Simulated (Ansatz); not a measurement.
## One arrangement of a pair

The pair of HCl (SMILES Cl, atoms 1–2) and CH6Si (SMILES C[SiH3], atoms 3–10), both closed shells, in one local arrangement (a lower one may exist), relaxed at PBE0-D4/def2-TZVP:

```
10
angstrom
Cl 0.7675 -0.9588 -2.9632
H 0.4540 0.0201 -2.1906
C 0.0344 -0.8402 0.8114
Si -0.3228 0.9669 0.5102
H -0.5878 -1.4732 0.1751
H -0.1669 -1.0999 1.8533
H 1.0801 -1.0725 0.5978
H -0.0429 1.3238 -0.9159
H 0.5340 1.8413 1.3531
H -1.7496 1.2925 0.7690
```

Ansatz 0.2.0; basis: def2-TZVPPD, with def2-QZVPPD for the basis limit; cores frozen in the correlated methods. B3LYP uses VWN-RPA correlation. Extrapolation: Hartree–Fock as exp(−7.88 √X), correlation as X^−2.97. Interaction energies count from these two fragments, frozen as in the pair, with the counterpoise correction; negative means bound.

(1) What is the interaction energy by CCSD(T) at an estimated basis limit (MP2 extrapolated from triple and quadruple zeta, plus CCSD(T) − MP2 in triple zeta)? (To be estimated.)

(2) Which atoms make the shortest contact between the fragments?

The T1 diagnostic stays at or below 0.010.

Answers

(1) The calculation gives: -1.80 kcal/mol. Hartree–Fock alone gives 0.85 kcal/mol at the basis limit, so without correlation the pair would not bind at this distance. It counts from the two fragments frozen as in the pair.

The same quantity by other methods in triple zeta, and each one's difference from that estimate:
| method | E_int (kcal/mol) | difference |
| --- | --- | --- |
| PBE-D4 | -2.59 | -0.78 |
| revPBE-D4 | -2.05 | -0.24 |
| BLYP-D4 | -2.08 | -0.28 |
| r2SCAN-D4 | -2.05 | -0.25 |
| B97M-V | -2.12 | -0.31 |
| PBE0-D4 | -2.25 | -0.45 |
| B3LYP-D4 | -2.08 | -0.27 |
| HSE06-D4 | -2.26 | -0.45 |
| wB97X-V | -1.77 | 0.04 |
| wB97M-V | -1.77 | 0.04 |
| B2PLYP | -0.97 | 0.83 |
| HF | 0.86 | 2.66 |
| MP2 | -1.71 | 0.09 |
| CCSD | -1.09 | 0.71 |
| CCSD(T) | -1.47 | 0.33 |
Differences are method less estimate.

(2) H2 and H8, 1.89 Å apart.

Basis-set superposition shift (counterpoise-corrected less uncorrected): CCSD(T) 0.51; MP2 0.50; HF 0.06; PBE0-D4 0.09; wB97M-V 0.07 kcal/mol.

For scale, one of the runs: CCSD(T)/def2-TZVPPD, 255 basis functions, launched by `ansatz run in.yaml --threads 4 --pin off --events-out ev --progress --plain --max-ram 9574MiB`. Hardware: 4 CPU threads of an Arm Neoverse V2, shared host. Wall time 60 s; peak host memory 5.3 GiB.
